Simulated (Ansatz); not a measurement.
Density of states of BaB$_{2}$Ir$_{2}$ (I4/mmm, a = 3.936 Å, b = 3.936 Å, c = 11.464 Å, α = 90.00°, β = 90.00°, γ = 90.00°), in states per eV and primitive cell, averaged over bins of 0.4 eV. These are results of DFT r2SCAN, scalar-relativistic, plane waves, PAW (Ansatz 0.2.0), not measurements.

Plane waves to 500 eV, a k mesh through Γ of 12×12×12 on the computed 5-atom cell and Gaussian smearing (0.10 eV); no spin polarisation.

The cell is relaxed at this level. The states (both spins) are summed by tetrahedra on a 18×18×18 mesh at the self-consistent density. Energies are bin centres; the table starts no lower than −8 eV and ends at 6 eV, or lower where the solved bands end.

It is a metal at this level.

```tsv
E − E_F (eV)	total	Ir 5d	B 2p	B 2s	Ba 6s
-7.85	0.15	0.06	0.03	0.05	0.00
-7.45	0.59	0.27	0.17	0.07	0.00
-7.05	0.97	0.50	0.27	0.12	0.00
-6.65	1.38	0.79	0.38	0.13	0.00
-6.25	1.97	1.25	0.51	0.11	0.00
-5.85	2.18	1.47	0.54	0.05	0.01
-5.45	3.61	2.37	0.97	0.07	0.02
-5.05	6.30	4.13	1.64	0.15	0.13
-4.65	4.58	3.03	1.21	0.08	0.09
-4.25	3.67	2.25	0.97	0.12	0.08
-3.85	3.08	1.83	0.83	0.10	0.07
-3.45	3.23	2.01	0.80	0.10	0.05
-3.05	4.08	2.75	0.85	0.07	0.06
-2.65	5.13	3.95	0.72	0.06	0.05
-2.25	3.85	3.14	0.40	0.04	0.01
-1.85	1.97	1.72	0.13	0.04	0.00
-1.45	2.55	2.33	0.12	0.03	0.00
-1.05	2.34	1.31	0.49	0.18	0.08
-0.65	2.05	0.92	0.64	0.13	0.07
-0.25	1.30	0.51	0.45	0.08	0.04
0.15	1.13	0.34	0.40	0.07	0.04
0.55	1.76	0.48	0.66	0.12	0.06
0.95	1.16	0.28	0.40	0.08	0.03
1.35	1.68	0.44	0.40	0.07	0.04
1.75	4.47	1.90	1.06	0.14	0.10
2.15	4.00	1.20	1.12	0.14	0.12
2.55	2.73	0.70	0.91	0.11	0.08
2.95	2.34	0.49	0.83	0.09	0.05
3.35	1.52	0.24	0.48	0.09	0.04
3.75	1.78	0.23	0.51	0.10	0.05
4.15	1.85	0.21	0.48	0.09	0.07
4.55	2.72	0.24	0.62	0.10	0.12
4.95	3.00	0.22	0.61	0.08	0.12
5.35	2.98	0.23	0.54	0.09	0.10
5.75	5.71	0.38	0.72	0.21	0.14
```

The columns after the total are the main Löwdin projections on the occupied valence shells of the potentials; 4 others are left out. The rest of the total lies in those, in shells that are empty in the free atom, which aren't projected, and between the atoms.

Spin-orbit coupling is left out, which matters for the bands of heavy elements.

Cost: 1 run of about 3.7 core-minutes, on Arm Neoverse V2 (shared hosts).